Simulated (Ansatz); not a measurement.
Species: CH6N, charge 1, singlet. CH6N+ (SMILES C[NH3+]).
B3LYP-D3(BJ)/def2-TZVP minimum from Ansatz (a first-principles code):
```xyz
8

C      0.0263     0.8002    -0.0016
N     -0.0233    -0.7102     0.0014
H     -0.9936     1.1737    -0.0028
H     -0.5121    -1.0660     0.8274
H     -0.5115    -1.0693    -0.8234
H      0.5526     1.1248     0.8913
H      0.5533     1.1211    -0.8954
H      0.9170    -1.1145     0.0026
```
Charge +1, spin multiplicity 1.

Hartree-Fock and CCSD(T) correlation energies in hartree (Ansatz). Radicals and triplets start from unrestricted determinants; spin-orbit coupling is neglected. Correlated methods leave the cores frozen. No relativity.

```csv
basis,X,E(HF),"E(corr, CCSD(T))"
cc-pVTZ,3,-95.61783,-0.43848
cc-pVQZ,4,-95.62430,-0.46062
cc-pV5Z,5,-95.62593,withheld
```

**Question.** Fit E(corr) = E∞ + A/X³ to X = 3 and 4, predict X = 5, and compare with the run.

**Answer.** A = (-0.43848 - (-0.46062))/(1/27 - 1/64) = 1.0340; E∞ = -0.46062 - A/64 = -0.47678; at X = 5, E∞ + A/125 = -0.46850. The run gave -0.46750, 1.00 mEh above the prediction. The same form on X = 4 and 5 gives E∞ = -0.47472, 2.06 mEh above the first estimate.
